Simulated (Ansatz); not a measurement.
# BNH4 (BH2(NH2)) at 6 levels

Aim: a comparison of 6 runs (UHF/STO-3G, B3LYP/STO-3G, r2SCAN/STO-3G, wB97X/STO-3G, RPA@PBE/STO-3G, CCSDTQ/STO-3G) of BNH4 (BH2(NH2)). 

The calculation is run with Ansatz 0.2.0.

55 further runs of the same task are left out: 55 set aside as unsound or not needed.

### 1 Starting point

BNH4: 6 atoms, total charge 0, spin state singlet. SMILES: `[H]B([H])N`. The H2–B1 distance was set to 2.342 Å, away from the relaxed value. At this shape a bond of the SMILES string is far longer than usual.

Bond lengths: B1–N4 1.378 Å, B1–H3 1.171 Å, N4–H5 1.007 Å, N4–H6 1.007 Å. Angles: B1–N4–H5 123.8°, B1–N4–H6 123.7°, H3–B1–N4 119.0°, H5–N4–H6 112.5°.

### 2 A single-point energy at UHF/STO-3G (run 1)

The input, molecule.yaml:

```yaml
basis:
  gaussian:
    orbitals: STO-3G
crystal:
  periodic: [false, false, false]
  atoms:
    - {symbol: B, position_ang: [-0.646201, 0.516001, -0.620134]}
    - {symbol: H, position_ang: [1.330110, 0.674300, 0.627440]}
    - {symbol: H, position_ang: [-1.066751, 1.417671, -1.237894]}
    - {symbol: N, position_ang: [-1.333541, -0.677869, -0.627654]}
    - {symbol: H, position_ang: [-2.187451, -0.829729, -1.138844]}
    - {symbol: H, position_ang: [-1.036931, -1.496109, -0.121824]}
total_charge: 0
magnetization:
  spin_polarized: true
hamiltonian:
  xc: hf
accuracy: high
```

Run with:

```sh
$ ansatz run molecule.yaml --threads 1 --pin off --max-ram 2610MiB --events-out events.jsonl --progress --plain --runs-dir runs
```

Standard output:

```text
Warning: RAYON_NUM_THREADS=1 ignored (pool sized by the plan → 1); use --threads N
Functional definition: HF
  name "HF"
  exchange = exact_x
  correlation = 0
230 factors; integrals over basis functions are off by at most 8.9e-9 eV
mean field evaluation 1: about -2179.8670 eV, gradient 1.2e1 eV
mean field evaluation 2: about -2179.8960 eV, gradient 1.2e1 eV
mean field evaluation 4: about -2182.3398 eV, gradient 1.3e0 eV
mean field evaluation 8: about -2182.3570 eV, gradient 2.4e-2 eV
mean field evaluation 16: about -2184.5877 eV, gradient 3.4e-2 eV
mean field evaluation 32: about -2184.5610 eV, gradient 1.9e-4 eV
mean field -2184.56103558 eV, -80.2811373090 hartree, gradient 2.8e-8 eV, S^2 0.862294; 4 other end points of the search recorded, 0 dependent functions left out
reference -2184.56103558 eV, -80.2811373090 hartree; 8, 8 occupied and 6, 6 virtual orbitals, 230 factors
Total energy: -2184.56103558 eV, -80.2811373090 hartree
```

Wall time 0.12 s (1 thread of Arm Neoverse V1, shared host).

### 3 The energy at B3LYP/STO-3G (run 2)

The input, job.yaml:

```yaml
crystal:
  periodic: [false, false, false]
  atoms:
    - {symbol: B, position_ang: [-0.646201, 0.516001, -0.620134]}
    - {symbol: H, position_ang: [1.330110, 0.674300, 0.627440]}
    - {symbol: H, position_ang: [-1.066751, 1.417671, -1.237894]}
    - {symbol: "N", position_ang: [-1.333541, -0.677869, -0.627654]}
    - {symbol: H, position_ang: [-2.187451, -0.829729, -1.138844]}
    - {symbol: H, position_ang: [-1.036931, -1.496109, -0.121824]}
basis:
  gaussian: {orbitals: STO-3G}
hamiltonian: {xc: {name: B3LYP}}
accuracy: high
```

Run with:

```sh
$ ansatz run job.yaml --threads 1 --pin off --max-ram 2610MiB --events-out events.jsonl --progress --plain --runs-dir runs
```

Standard output:

```text
Warning: RAYON_NUM_THREADS=1 ignored (pool sized by the plan → 1); use --threads N
Functional definition: B3LYP
  name "B3LYP"
  parameter a0 = 0.2
  parameter ax = 0.72
  parameter ac = 0.81
  exchange = (1 - a0 - ax)*slater_x + ax*b88_x + a0*exact_x
  correlation = (1 - ac)*vwn_rpa_c + ac*lyp_c
230 factors; integrals over basis functions are off by at most 8.9e-9 eV
mean field evaluation 1: about -2196.3000 eV, gradient 1.8e1 eV
mean field evaluation 2: about -2188.5675 eV, gradient 3.6e1 eV
mean field evaluation 4: about -2198.3835 eV, gradient 3.0e0 eV
mean field evaluation 8: about -2198.3683 eV, gradient 1.9e-1 eV
mean field evaluation 16: about -2198.3685 eV, gradient 1.1e-6 eV
mean field -2198.36847408 eV, -80.7885513148 hartree, gradient 2.4e-8 eV, S^2 0.000000; 0 other end points of the search recorded, 0 dependent functions left out
reference -2198.36850244 eV, -80.7885523571 hartree; 8, 8 occupied and 6, 6 virtual orbitals, 230 factors
Total energy: -2198.36850244 eV, -80.7885523571 hartree
```

Run time: 0.86 s. Hardware: 1 thread of Arm Neoverse V1, shared host.

Runs 3 to 5 aren't shown in full; the table further down has their settings and results.

### 4 A single-point energy at CCSDTQ/STO-3G (run 6)

The input, run.yaml:

```yaml
crystal:
  periodic: [false, false, false]
  atoms:
    - {symbol: B, position_ang: [-0.646201, 0.516001, -0.620134]}
    - {symbol: H, position_ang: [1.330110, 0.674300, 0.627440]}
    - {symbol: H, position_ang: [-1.066751, 1.417671, -1.237894]}
    - {symbol: "N", position_ang: [-1.333541, -0.677869, -0.627654]}
    - {symbol: H, position_ang: [-2.187451, -0.829729, -1.138844]}
    - {symbol: H, position_ang: [-1.036931, -1.496109, -0.121824]}
basis:
  gaussian:
    orbitals: STO-3G
accuracy: high
correlation:
  method: ccsdtq
  frozen_orbitals: {B: 1, H: 0, "N": 1}
scf:
  omitted_lower_state_checks: [cluster_reference, increment]
```

Run with:

```sh
$ ansatz run run.yaml --threads 1 --pin off --max-ram 2610MiB --events-out events.jsonl --progress --plain --runs-dir runs
```

Standard output (excerpt; [...] marks lines left out):

```text
Warning: RAYON_NUM_THREADS=1 ignored (pool sized by the plan → 1); use --threads N
Functional definition: HF
  name "HF"
[...]
230 factors; integrals over basis functions are off by at most 8.9e-9 eV
[...]
mean field -2182.35700064 eV, -80.2001405187 hartree, gradient 1.2e-8 eV, S^2 0.000000; 0 other end points of the search recorded, 0 dependent functions left out; unrestricted orbitals would lower it
2 core orbitals not correlated: weight in the atoms' cores, before any rotation towards them, 1.000 or more for the frozen orbitals, at most 0.000 for the correlated occupied ones
reference -2182.35700064 eV, -80.2001405187 hartree; 6, 6 occupied and 6, 6 virtual orbitals, 230 factors
second order -3.75719806 eV of doubles, -0.00000000 eV of singles
cycle   1  -4.15467916 eV  change    -1.1e0 eV  update   1.3e-1
[...]
cycle  27  -5.68721161 eV  change   5.5e-12 eV  update  2.3e-10
WARN: these amplitudes may be one of several solutions (largest doubles amplitude 0.47, level shift 5.09 eV)
Total energy: -2188.04421225 eV, -80.4091416904 hartree
Checks for a lower state left out: cluster_reference, increment
```

Run time: 2.9 s. Hardware: 1 thread of Arm Neoverse V1, shared host; peak memory 0.091 GiB.

### 5 Overview of the runs

```
run           level  frozen core orbitals  energy (Eh)  wall time
  1      UHF/STO-3G                     –   -80.281137     0.12 s
  2    B3LYP/STO-3G                     –   -80.788552     0.86 s
  3   r2SCAN/STO-3G                     –   -80.737316      1.8 s
  4    wB97X/STO-3G                     –   -80.753309      3.6 s
  5  RPA@PBE/STO-3G                     2   -80.460863      1.3 s
  6   CCSDTQ/STO-3G                     2   -80.409142      2.9 s
```

### 6 What came out

| quantity | value |
| --- | --- |
| run 6: total energy | -80.40914 Eh |
| run 6: correlation energy (2 core orbitals frozen) | -209.0 mEh |
| run 6: T1 diagnostic | 0.027 |

**Reading.** Totals of different functionals can't be ranked against each other. In runs 5, 6 the log says that unrestricted orbitals would lower the reference, so the values rest on an unstable closed-shell determinant (other closed-shell runs at this shape may share the fault). In runs 1, 2, 3, 4, 5, 6 the basis is minimal, so the values are rough. Spin contamination of the reference: run 1 ⟨S²⟩ = 0.86. Where it is this large, the reference is a mixture of spin states, and values that rest on it are in doubt. All runs together took 11 s, the longest 3.6 s.
